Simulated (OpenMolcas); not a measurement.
Potential curves of BC⁻: spin-free states

Computed with OpenMolcas 26.06: state-averaged CASSCF(8,8) over C 2s 2p, B 2s 2p, XMS-CASPT2 (IPEA 0.25, imaginary shift 0.2 hartree), scalar X2C, ANO-RCC-VTZP, then RASSI spin–orbit state interaction with atomic mean-field integrals. C2 symmetry about the axis (a holds Σ, Δ, Γ; b holds Π, Φ, H; Σ⁺ and Σ⁻ are not told apart); roots by multiplicity and irrep: 3b 6, 1a 5, 3a 5, 1b 4, 5b 2, 5a 1.

XMS-CASPT2 energies in eV from the lowest point. Curves are followed by energy order within each symmetry, so they are adiabatic and may change character at avoided crossings; Σ⁺ and Σ⁻ are counted together.

```tsv
R (Å)	(1)1Σ	(1)3Π	(1)3Σ	(1)1Π	(2)3Σ
1.232	0.719	1.226	1.441	1.936	2.254
1.303	0.178	0.466	1.067	1.161	1.262
1.368	0.000	0.123	0.742	0.804	1.032
1.432	0.030	0.010	0.477	0.687	1.192
1.504	0.234	0.073	0.396	0.727	1.518
1.575	0.543	0.269	0.473	0.914	1.932
1.675	1.041	0.677	0.757	1.305	2.558
1.804	1.781	1.301	1.383	1.925	3.327
2.005	2.842	2.273	2.277	2.901	4.159
2.291	4.004	3.383	3.392	4.055	4.924
2.721	5.135	4.345	4.634	5.212	5.596
3.294	5.976	4.835	5.762	5.955	6.182
```

Problem. With masses 12.000 and 11.009 u, fit the curves (1)1Σ, (1)3Π near their minima.

Solution. At XMS-CASPT2, Te from the lowest curve (the fit fixes ωe to a per cent or two; the method's Re and ωe can be off by some per cent):

```tsv
curve	Te (cm⁻¹)	Re (Å)	ωe (cm⁻¹)
(1)1Σ	0	1.388	1461.2
(1)3Π	150	1.441	1322.6
```

The 5 lowest clean curves are shown; the next is (1)1Δ, from 1.27 eV. Only roots inside an energy window near the equilibrium distance were included, so the list of states is not complete; labels number the states computed. Each spin and symmetry block has orbitals of its own, averaged over its own roots, so gaps between blocks are less sure than gaps within one and near the minimum can be off by tenths of an eV, in bad cases by more. No Rydberg orbitals are active, so Rydberg states, and σ→σ* states whose orbital the CASSCF left unused, can be missing between those listed. CASPT2 splits the two components of degenerate states numerically, here by up to 100 cm⁻¹. For an anion, states above the electron-detachment threshold (often below 1 to 3 eV) are held by the basis set and are not bound levels. At stretched bonds a block can hold a wrong CASSCF solution and miss its lowest state; points past a visible jump are left out. Points that failed a check (symmetry, reference weights, a jump) are left out.
